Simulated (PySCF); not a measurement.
propyne (C₃H₄), SMILES C(C)#C. Atoms are numbered in the order given.

```xyz
7

C      0.0000     0.0000    -1.2360
C      0.0000     0.0000     0.2181
C      0.0000     0.0000     1.4176
H     -0.8833     0.5100    -1.6258
H      0.0000    -1.0199    -1.6258
H      0.8833     0.5100    -1.6258
H      0.0000     0.0000     2.4795
```

The structure is a stationary point at B3LYP-D3(BJ)/def2-TZVP.

Method: B3LYP/pcJ-1 (PySCF).

Isotropic couplings with Fermi-contact, spin-dipole and both spin-orbit terms, one fixed conformer, no vibrational averaging. Isotopes: 13C, 1H.

Computed spin–spin coupling constants:
| pair | bonds apart | J (Hz) |
|---|---|---|
| C1–C2 | 1 | 76.0 |
| C1–H4 | 1 | 136.9 |
| C1–H5 | 1 | 136.9 |
| C1–H6 | 1 | 136.9 |
| C2–C3 | 1 | 213.5 |
| C3–H7 | 1 | 266.6 |
| C1–C3 | 2 | 13.5 |
| C2–H4 | 2 | -10.5 |
| C2–H5 | 2 | -10.5 |
| C2–H6 | 2 | -10.5 |
| C2–H7 | 2 | 53.7 |
| H4–H5 | 2 | -17.6 |
| H4–H6 | 2 | -17.6 |
| H5–H6 | 2 | -17.6 |
| C1–H7 | 3 | 3.9 |
| C3–H4 | 3 | 4.9 |
| C3–H5 | 3 | 4.9 |
| C3–H6 | 3 | 4.9 |
| H4–H7 | 4 | -4.1 |
| H5–H7 | 4 | -4.1 |
| H6–H7 | 4 | -4.1 |
